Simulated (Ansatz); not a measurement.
Species: NH2, charge -1, singlet. NH2- (parent SMILES [NH2], singlet).
B3LYP-D3(BJ)/def2-TZVP minimum from Ansatz (a first-principles code):
```xyz
3

N      0.0026     0.1456     0.0214
H     -0.8046    -0.4969    -0.0640
H      0.7861    -0.5226    -0.0861
```
Charge -1, spin multiplicity 1.

Total energies in aug-cc-pVQZ, 8 correlated electrons, 1 frozen orbitals. UHF or UKS for unpaired electrons; spin-orbit terms are left out. Correlated methods leave the cores frozen. No relativity. The spin of H2N- (parent SMILES [NH2], singlet) was assumed, and the state is the lowest solution found for it.

| method | program | energy (Eh) | minus CCSDT(Q) (mEh) |
|---|---|---|---|
| HF | Ansatz | -55.55129 | 288.67 |
| MP2 | Ansatz | -55.82650 | 13.46 |
| CCSD | Ansatz | -55.82603 | 13.92 |
| CCSD(T) | Ansatz | -55.83913 | 0.82 |
| CCSDT(Q) | Ansatz | -55.83996 | 0.00 |

Rough core times of Ansatz's runs on a shared machine: CCSD(T) 30 s, CCSDT(Q) 10 min.
